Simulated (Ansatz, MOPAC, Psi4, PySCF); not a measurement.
Molecule: C2H6N (charge 0, doublet). SMILES: C[N]C
Geometry: optimised at B3LYP-D3(BJ)/def2-TZVP (Ansatz, a quantum-chemistry and plane-wave program).

Wanted: size of the dipole moment, in D. Conventions: UHF or UKS for open shells; non-relativistic; dispersion terms only where a functional's name holds one; 6-311+G** with 5d; 6-31G* and kin with 6d, 5d where marked; no spin-orbit coupling. First-principles rows: single points at B3LYP-D3(BJ) geometries (Ansatz). Semi-empirical rows: dipoles at the shared geometry.

```
level              program  size of the dipole moment (D)
-----------------  -------  -----------------------------
PM3                  MOPAC                           2.06
PBE/3-21G           Ansatz                           1.88
PBE/6-311+G**       Ansatz                           1.89
B3LYP/STO-3G        Ansatz                           1.73
B3LYP/6-31G*        Ansatz                           1.75
B3LYP/def2-SVP      Ansatz                           1.72
B3LYP/cc-pVDZ       Ansatz                           1.57
M06-2X/6-311+G**     PySCF                           1.94
wB97X-D/6-31G*        Psi4                           1.83
wB97X-D/6-311+G**     Psi4                           1.96
```

No value to compare with is used here. The 10 habitual levels span 1.57 (B3LYP/cc-pVDZ) to 2.06 D (PM3).

The levels are drawn from those run, B3LYP/6-31G* more often than the rest, none by its result; runs whose electronic state is in doubt are left out.
